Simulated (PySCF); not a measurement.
Molecule: `N#C[C@@H](F)CF`, C3H3F2N.

Geometry:
```json
{"atom": "N1", "x (Å)": "2.456", "y (Å)": "-0.807", "z (Å)": "-0.539"}
{"atom": "C2", "x (Å)": "1.508", "y (Å)": "-0.303", "z (Å)": "-0.111"}
{"atom": "C3", "x (Å)": "0.295", "y (Å)": "0.329", "z (Å)": "0.427"}
{"atom": "F4", "x (Å)": "0.393", "y (Å)": "1.685", "z (Å)": "0.319"}
{"atom": "C5", "x (Å)": "-0.937", "y (Å)": "-0.171", "z (Å)": "-0.303"}
{"atom": "F6", "x (Å)": "-2.050", "y (Å)": "0.246", "z (Å)": "0.360"}
{"atom": "H7", "x (Å)": "0.207", "y (Å)": "0.066", "z (Å)": "1.497"}
{"atom": "H8", "x (Å)": "-0.939", "y (Å)": "0.232", "z (Å)": "-1.330"}
{"atom": "H9", "x (Å)": "-0.917", "y (Å)": "-1.273", "z (Å)": "-0.347"}
```

Spin–spin couplings on one PBE0-D3(BJ)/def2-SVP geometry, PySCF 2.14, gas phase, non-relativistic, equivalent pairs averaged; isotopes 13C, 19F, 1H; basis pcJ-1.

**Question.** How do the couplings (Hz) change with the functional? Times are CPU seconds on shared hosts with different chips, so compare them loosely.

**Answer.** 
| functional | functions | 1J(C3,F4) | 1J(C5,F6) | 1J(C3,H7) | 1J(C5,H8) | 1J(C5,H9) | 1J(C2,C3) | 1J(C3,C5) | core-s |
| --- | --- | --- | --- | --- | --- | --- | --- | --- | --- |
| LDA | 192 | -265.8 | -264.2 | 125.8 | 124.2 | 119.0 | 53.2 | 27.6 | 20 |
| PBE | 192 | -278.5 | -277.6 | 151.0 | 148.0 | 142.9 | 63.3 | 38.5 | 37 |
| KT2 | 192 | -278.7 | -277.5 | 161.5 | 157.1 | 151.9 | 49.3 | 29.7 | 39 |
| B3LYP | 192 | -255.0 | -253.8 | 164.9 | 161.7 | 156.8 | 75.4 | 46.0 | 31 |
| PBE0 | 192 | -249.3 | -248.5 | 156.8 | 153.2 | 148.6 | 72.7 | 44.5 | 55 |
| B97-2 | 192 | -243.4 | -241.1 | 148.9 | 146.6 | 142.2 | 71.3 | 43.1 | 54 |
| BHandHLYP | 192 | -215.0 | -215.1 | 178.1 | 173.7 | 169.4 | 89.8 | 56.2 | 33 |
| CAM-B3LYP | 192 | -239.9 | -238.1 | 162.8 | 159.1 | 154.5 | 76.4 | 45.9 | 40 | Left out for a near triplet instability: HF/pcJ-1.
